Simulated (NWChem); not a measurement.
Everything below was run with NWChem. System: hydrazine (H$_{4}$N$_{2}$), charge 0, spin multiplicity 1, at a geometry optimised with PBE0/def2-SVP. Level: PBE0/def2-TZVPD.

Job file:

```
start mol
memory heap 200 mb stack 900 mb global 1100 mb
geometry units angstroms nocenter noautoz
  N      0.174524    -0.679408     0.073847
  N     -0.174524     0.679408     0.073847
  H     -0.645840    -1.230559     0.313751
  H      0.512208    -1.012035    -0.830680
  H      0.645840     1.230559     0.313751
  H     -0.512208     1.012035    -0.830680
  symmetry group C2
end
basis spherical
  * library def2-tzvpd
end
dft
  xc pbe0
  semidirect memsize 60000000 filesize 0
  iterations 100
end
task dft energy
```

Part of the output:

```
             Northwest Computational Chemistry Package (NWChem) 7.3.0
             --------------------------------------------------------

                                NWChem Input Module
                                -------------------

 Scaling coordinates for geometry "geometry" by  1.889725989
 (inverse scale =  0.529177249)

 Turning off AUTOSYM since
 SYMMETRY directive was detected!

                             Geometry "geometry" -> ""
                             -------------------------

 Output coordinates in angstroms (scale by  1.889725989 to convert to a.u.)

  No.       Tag          Charge          X              Y              Z
 ---- ---------------- ---------- -------------- -------------- --------------
    1 N                    7.0000     0.17452400    -0.67940800     0.07384700
    2 N                    7.0000    -0.17452400     0.67940800     0.07384700
    3 H                    1.0000    -0.64584000    -1.23055900     0.31375100
    4 H                    1.0000     0.51220800    -1.01203500    -0.83068000
    5 H                    1.0000     0.64584000     1.23055900     0.31375100
    6 H                    1.0000    -0.51220800     1.01203500    -0.83068000

 Effective nuclear repulsion energy (a.u.)      41.8840001464

            Nuclear Dipole moment (a.u.)
            ----------------------------
        X                 Y               Z
 ---------------- ---------------- ----------------
     0.0000000000     0.0000000000     0.0000000000

      Symmetry information
      --------------------

 Group name             C2
 Group number              4
 Group order               2
 No. of unique centers     3

      Symmetry unique atoms

     1    3    4


 Summary of "ao basis" -> "" (spherical)
 ------------------------------------------------------------------------------
       Tag                 Description            Shells   Functions and Types
 ---------------- ------------------------------  ------  ---------------------
 *                         def2-tzvpd                 on all atoms

                                 NWChem DFT Module
[...]
 Vector    9  Occ=2.000000D+00  E=-2.651115D-01  Symmetry=a
              MO Center= -8.7D-14,  2.0D-13,  1.5D-01, r^2= 1.6D+00
   Bfn.  Coefficient  Atom+Function         Bfn.  Coefficient  Atom+Function
  ----- ------------  ---------------      ----- ------------  ---------------
     7      0.256167  1 N  px                44     -0.256167  2 N  px
    10      0.221178  1 N  px                47     -0.221178  2 N  px
    77     -0.171840  3 H  s                 95     -0.171840  5 H  s
    13      0.156116  1 N  px                50     -0.156116  2 N  px
     9      0.144066  1 N  pz                46      0.144066  2 N  pz

 Vector   10  Occ=0.000000D+00  E= 1.299605D-02  Symmetry=a
              MO Center=  3.3D-14,  2.7D-13, -7.7D-01, r^2= 7.0D+00
   Bfn.  Coefficient  Atom+Function         Bfn.  Coefficient  Atom+Function
  ----- ------------  ---------------      ----- ------------  ---------------
     6      2.195864  1 N  s                 43      2.195864  2 N  s
    77     -1.591008  3 H  s                 95     -1.591008  5 H  s
    86     -1.225550  4 H  s                104     -1.225550  6 H  s
     5      1.149933  1 N  s                 42      1.149933  2 N  s
    92     -0.579876  4 H  pz               110     -0.579876  6 H  pz

 Vector   11  Occ=0.000000D+00  E= 4.174384D-02  Symmetry=b
              MO Center= -1.3D-14, -3.0D-13, -3.0D-01, r^2= 8.5D+00
   Bfn.  Coefficient  Atom+Function         Bfn.  Coefficient  Atom+Function
  ----- ------------  ---------------      ----- ------------  ---------------
     6      3.372644  1 N  s                 43     -3.372644  2 N  s
    86     -1.826531  4 H  s                104      1.826531  6 H  s
     5      1.685892  1 N  s                 42     -1.685892  2 N  s
    77     -1.172242  3 H  s                 95      1.172242  5 H  s
    92     -0.613331  4 H  pz               110      0.613331  6 H  pz

 Vector   12  Occ=0.000000D+00  E= 7.993744D-02  Symmetry=a
              MO Center=  4.3D-13,  4.8D-13, -2.5D-01, r^2= 7.9D+00
   Bfn.  Coefficient  Atom+Function         Bfn.  Coefficient  Atom+Function
  ----- ------------  ---------------      ----- ------------  ---------------
    77      2.737049  3 H  s                 95      2.737049  5 H  s
     6     -1.377970  1 N  s                 43     -1.377970  2 N  s
    92     -0.924305  4 H  pz               110     -0.924305  6 H  pz
    81      0.913852  3 H  px                99     -0.913852  5 H  px
    86     -0.804391  4 H  s                104     -0.804391  6 H  s

 center of mass
 --------------
 x =   0.00000000 y =   0.00000000 z =   0.06053160

 moments of inertia (a.u.)
 ------------------
          70.540455694146           9.869362106066           0.000000000000
           9.869362106066          14.040455588333           0.000000000000
           0.000000000000           0.000000000000          72.374058689271

     Multipole analysis of the density
     ---------------------------------

     L   x y z        total         alpha         beta         nuclear
     -   - - -        -----         -----         ----         -------
     0   0 0 0     -0.000000     -9.000000     -9.000000     18.000000

     1   1 0 0     -0.000000     -0.000000     -0.000000      0.000000
     1   0 1 0      0.000000      0.000000      0.000000      0.000000
     1   0 0 1     -0.742689     -0.371345     -0.371345      0.000000

     2   2 0 0    -10.281015     -8.328313     -8.328313      6.375612
     2   1 1 0      1.722021      2.838092      2.838092     -3.954162
     2   1 0 1      0.000000      0.000000      0.000000      0.000000
     2   0 2 0     -8.743458    -24.975545    -24.975545     41.207632
     2   0 1 1      0.000000      0.000000      0.000000      0.000000
     2   0 0 2     -9.855625     -7.879806     -7.879806      5.903988

 Task  times  cpu:        2.9s     wall:        2.9s

 Total times  cpu:        2.9s     wall:        2.9s
```
